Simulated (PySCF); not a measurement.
Molecule: `CC(C)CCl`, C₄H₉Cl.

Structure with atom numbers: `[CH3:1][CH:2]([CH3:3])[CH2:4][Cl:5]`; H(Xn) means a hydrogen on atom n.

Geometry PBE0-D3(BJ)/def2-SVP throughout; GIAO in PySCF, gas phase, one conformer, non-relativistic; equivalent atoms averaged; functional PBE0.

Q: How do the shifts δ (against TMS, HCl at the same level) depend on the basis set? (ppm; last column core-seconds on 1 thread of an Arm Neoverse V1, shared host)

A: 
```tsv
basis set	functions	C4	C2	C1/C3	Cl5	H(C4)	H(C2)	H(C1)/H(C3)	core-s
STO-3G	38	50.1	31.4	22.5	17.3	2.22	1.25	0.85	2.8
6-31G	67	53.7	31.7	21.3	32.8	3.14	1.83	1.12	5.4
6-31G*	92	51.8	30.9	20.3	43.0	3.05	1.86	0.97	7.1
def2-SVP	119	54.2	31.0	20.6	60.7	2.94	1.51	0.84	9
pcSseg-1	137	57.0	33.8	21.3	78.1	3.05	1.49	0.96	12
6-311+G(2d,p)	197	56.5	34.8	20.4	88.5	3.21	1.79	0.95	20
def2-TZVP	215	57.0	35.6	21.3	82.9	3.18	1.79	0.95	23
```

Q: Which nucleus moves most, in ppm?

A: Cl5 (chlorine bonded to C): from 17.3 ppm with STO-3G to 88.5 ppm with 6-311+G(2d,p). The smallest spread is 0.28 ppm, at H(C1)/H(C3). Proton shifts span only some 12 ppm, so a few tenths of a ppm matter as much there as several ppm in carbon.

Q: Taking the largest basis, def2-TZVP (215 functions), as the yardstick, rank the others by their worst heavy-atom deviation.

A: pcSseg-1 4.8 ppm (137 functions), 6-311+G(2d,p) 5.6 ppm (197 functions), def2-SVP 22.2 ppm (119 functions), 6-31G* 39.9 ppm (92 functions), 6-31G 50.1 ppm (67 functions), STO-3G 65.6 ppm (38 functions).

A small basis that lands close on one nucleus may do so by chance; judge by the trend and by all nuclei.
